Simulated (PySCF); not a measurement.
## How far are cheaper levels from CCSD(T)/CBS for MgAl?

PySCF; the state is a doublet (π ↑). The composite is CCSD(T) extrapolated to the basis-set limit from two correlation-consistent sets, with core-valence (CV) and scalar-relativistic (SR) terms as its label shows; it has no spin–orbit coupling and nothing beyond (T). Here it is CCSD(T)/CBS(DT)+CV+SR. It gives Re = 2.870 Å, ωe = 199 cm⁻¹ and De = 0.38 eV to Mg + Al.

```tsv
level	basis	relativity	Re (Å)	ωe (cm⁻¹)	De (eV)
UHF-CCSD(T)	6-31G(d,p)	no relativity	2.917	187	0.25
LDA	aug-cc-pVDZ/aug-cc-pV(D+d)Z	no relativity	2.829	226	0.73
PBE	3-21G	no relativity	2.879	216	0.59
PW91	3-21G	no relativity	2.878	215	0.60
r²SCAN	3-21G	no relativity	2.874	220	0.59
r²SCAN	jorge-DZP-DKH	spin-free X2C	2.875	217	0.56
PBE0	3-21G	no relativity	2.909	200	0.48
PBE0	jorge-DZP-DKH	spin-free X2C	2.904	200	0.47
PBE0	aug-cc-pVDZ/aug-cc-pV(D+d)Z	no relativity	2.894	204	0.49
HSE06	jorge-DZP-DKH	spin-free X2C	2.904	200	0.48
```

Problem. Give the difference of each row from the composite.

Solution. 

```
      level                        basis  ΔRe (pm)  Δωe (%)  ΔDe (eV)
UHF-CCSD(T)                   6-31G(d,p)      +4.7     -6.0     -0.13
        LDA  aug-cc-pVDZ/aug-cc-pV(D+d)Z      -4.1    +13.6     +0.35
        PBE                        3-21G      +0.9     +8.5     +0.21
       PW91                        3-21G      +0.8     +8.0     +0.22
     r²SCAN                        3-21G      +0.4    +10.6     +0.21
     r²SCAN                jorge-DZP-DKH      +0.5     +9.0     +0.18
       PBE0                        3-21G      +3.9     +0.5     +0.10
       PBE0                jorge-DZP-DKH      +3.4     +0.5     +0.09
       PBE0  aug-cc-pVDZ/aug-cc-pV(D+d)Z      +2.4     +2.5     +0.11
      HSE06                jorge-DZP-DKH      +3.4     +0.5     +0.10
```

Problem. Which rows come closest in De?

Solution. PBE0 in 3-21G (+0.10 eV); PBE0 in jorge-DZP-DKH (+0.09 eV); HSE06 in jorge-DZP-DKH (+0.10 eV), counted from the composite.

Correlated steps freeze 6 core orbitals. Correlated levels converge slowly with the basis: in double zeta they bind strong bonds too weakly, by up to about 1 eV, and carry superposition errors of some tenths. 3-21G is very small, so such numbers show the basis as much as the molecule. The state was picked by a PBE0 search and need not be the measured ground state.
